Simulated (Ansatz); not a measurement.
**Ti3Sn: computed properties**

Computed with DFT r2SCAN, scalar-relativistic, plane waves, PAW (Ansatz 0.2.0).

Settings: cutoff 500 eV, Γ-centred mesh 8×8×8 on the computed 8-atom cell, Gaussian smearing of 0.10 eV; no spin polarisation.

The structure is relaxed at this level of theory with its symmetry kept. Whether it is the stable form of this composition wasn't checked.

```cif
data_structure
_symmetry_space_group_name_H-M 'Cmcm'
_symmetry_Int_Tables_number 63
_cell_length_a 5.7311
_cell_length_b 10.4951
_cell_length_c 4.7353
_cell_angle_alpha 90.000
_cell_angle_beta 90.000
_cell_angle_gamma 90.000
_cell_volume 284.82
loop_
_atom_site_label
_atom_site_type_symbol
_atom_site_symmetry_multiplicity
_atom_site_Wyckoff_symbol
_atom_site_fract_x
_atom_site_fract_y
_atom_site_fract_z
_atom_site_occupancy
Ti1 Ti 4 c 0.50000 0.32114 0.25000 1
Ti2 Ti 8 g 0.24162 0.07307 0.25000 1
Sn1 Sn 4 c 0.00000 0.33267 0.25000 1
```

* Space group: Cmcm (No. 63)
* Volume per atom: 17.80 Å³
* Formation energy from the elements' standard states (uncorrected): -0.334 eV/atom
* Generalised Kohn–Sham band gap: none (metal)
* Density of states at the Fermi level: 6.72 states/eV per cell
* Löwdin character within 0.5 eV of the Fermi level: Ti 3d 91 %
* Bader charges (e): Ti (2 in the cell) 0.60, Ti (4 in the cell) 0.56, Sn (2 in the cell) -1.73

Cost: 1 run of about 15 core-minutes, on Intel Xeon Processor @ 2.50GHz (Skylake/Cascade Lake) (shared hosts).